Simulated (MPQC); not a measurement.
# A MPQC job on P2H2 (phosphanylidenephosphane)

Wanted: the energy of P2H2 (phosphanylidenephosphane).

Program for the calculation: MPQC 2.3.1.

7 further runs of the same task are left out: 1 that didn't finish, 6 set aside as unsound or not needed.

## 1. The molecule

P2H2 has 4 atoms, charge 0, and is taken as a singlet. As SMILES, `[H]/P=P/[H]`. One bond was lengthened or shortened from a relaxed shape.

Bond lengths: P1–P2 2.016 Å, P1–H3 1.193 Å, P2–H4 1.403 Å. Angles: P1–P2–H4 94.8°, P2–P1–H3 94.8°.

## 2. The run

Input file run.in:

```
% HF/6-13G
method: HF
checkpoint: no
symmetry: c1
basis: 6-13G
memory: 1000000000
molecule: (bohr)
  P      0.25490705    -1.91471208     0.42634111
  P      0.34710678     1.87828950     0.09259658
  H      1.96013732    -2.01741492     1.89600002
  H     -1.65927213     1.99945874    -1.63678628
```

Started as:

```sh
$ mpqc -o run.out run.in
```

The log of the run:

```text
MPQC: Massively Parallel Quantum Chemistry
                                   Version 2.3.1

  Using IntegralV3 by default for molecular integrals evaluation

  GaussianBasisSet::count_shells_ couldn't find ":basis:phosphorus:6-13G":
  PrefixKeyVal: error: "The keyword was not found."
    prefix:
      "basis"
    keyval:
    ParsedKeyVal: error: "The keyword was not found."
ERROR: EXCEPTION RAISED:
GaussianBasisSet::count_shells_ -- couldn't find the basis set
terminate called after throwing an instance of 'std::runtime_error'
```

Run time: 0.46 s. Hardware: 1 thread of Intel Xeon at 2.50GHz (Skylake/Cascade Lake), shared host.

## 3. What went wrong

The program refused the input.

The telling line is `GaussianBasisSet::count_shells_ -- couldn't find the basis set`. What is wrong: the input names a basis that the program doesn't know. To mend it: basis set 6-31G in place of 6-13G.
